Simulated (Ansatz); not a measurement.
**How far each method lies from RCCSDTQ for HF, singlet**

Geometry: that of the HF⁻, doublet, kept fixed.

```xyz
2

F     0.0000    0.0000    0.0000
H     0.0000    0.0000    0.9990
```

Basis aug-cc-pVDZ; Ansatz 0.2.0. Correlated methods freeze the noble-gas cores, which leaves 8 electrons in 31 orbitals. R marks a restricted (for open shells ROHF) determinant. Active spaces: valence = (8e, 5o) chosen from the atoms' valence shells.

Full CI isn't at hand for all of this; RCCSDTQ serves as the reference, and is uncertain by about the last step of the cluster series.

```
UHF ⟨S²⟩                          : 0.000
T1 diagnostic (RCCSD)             : 0.0135
largest doubles amplitude (RCCSD) : 0.036
```

```
   level  E − E(RHF) (eV)
    RMP2          -6.1766
   RCCSD          -6.2655
RCCSD(T)          -6.3879
```

Estimate how far RCCSDTQ in aug-cc-pVDZ lies from RCCSD(T). The table doesn't fix it; the size of (T) and the diagnostics are the guide.

RCCSDTQ in aug-cc-pVDZ lies 17 meV below RCCSD(T), which is 14 % of the (T) step (-122 meV). The diagnostics are small and one determinant leads, so the series closes fast and only a small part of (T) is left.

The other levels:

```csv
level,E − E(RCCSDTQ) (meV),share of correlation (%),wall time
CISD,365,94.30,0.45 s
BCCD(T),14,99.78,0.24 s
RCCSDT,10,99.84,–
CISDTQ,12,99.82,6 s (H100)
RCCSDT(Q),-1,100.02,1.1 s
CASSCF (valence space),5640,11.93,–
NEVPT2 (valence space),718,88.78,0.18 s
MRCISD (valence space),281,95.62,–
MRCISD+Q (valence space),50,99.22,0.42 s
```

The correlation energy at RCCSDTQ, counted from RHF, is -6.405 eV. That run took 14 s on 2 threads of AMD EPYC 7R13 with a shared H100 80 GB, shared host.

Times hold each run's SCF and search for its determinant on a shared host, so for small cases they say little of a method's own cost; rows without a card ran on 1 thread of AMD EPYC 7R13.

Natural occupations of CASSCF (valence space) about the gap: 2.000 2.000 2.000 1.972 0.029; effectively unpaired electrons, Σ n²(2−n)², 0.01.
